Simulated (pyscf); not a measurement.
A first-order saddle from PySCF, ωB97X-D3(BJ)/def2-SVP:

```xyz
20

O      0.4397    -0.2903     0.4051
Si    -0.7330     0.4460    -0.6409
Si    -1.4028    -1.0959    -2.2570
Si    -2.5582     1.0763     0.6693
Si     0.2801     2.2946    -1.6331
H      0.7933    -0.1039     1.4428
H     -0.2239    -1.6863    -2.9494
H     -2.2046    -0.3097    -3.2460
H     -2.2680    -2.1612    -1.6800
H     -3.5847     1.6972    -0.2193
H     -2.1420     2.0656     1.7062
H     -3.1399    -0.1237     1.3381
H      0.7735     3.2358    -0.5859
H      1.4211     1.8642    -2.4916
H     -0.7399     2.9870    -2.4752
Si     0.5656    -2.0107     1.1186
H      1.0987    -0.8231     2.3086
H      1.8696    -2.7201     1.2479
H     -0.5015    -2.4627     2.0580
H      0.0552    -2.5409    -0.2108
```
Charge 0, spin multiplicity 1.

Surface: singlet, charge 0. Lowest wavenumbers (cm⁻¹): 1275i, 18, 42, 77, 81.

Problem. Which two sides does it connect, and which bonds change?

Solution. HO–Si(SiH₃)(SiH₃)–SiH₃ + SiH₄ ⇌ H₃Si–O–Si(SiH₃)(SiH₃)–SiH₃ + H₂, a four-centre exchange read from left to right: H–O, H–Si broken and O–Si, H–H formed. At ωB97M-D3(BJ)/def2-TZVP it lies +33.7 kcal/mol from the left side and +53.2 kcal/mol from the right (each side as separated species at their lowest minima found). HO–Si(SiH₃)(SiH₃)–SiH₃ lies 23.7 kcal/mol over its isomer H₃Si–SiH₂–O–SiH₂–SiH₃ (electronic energy, ωB97M-D3(BJ)/def2-TZVP). This is the saddle that the search found; another between the same sides may lie lower.
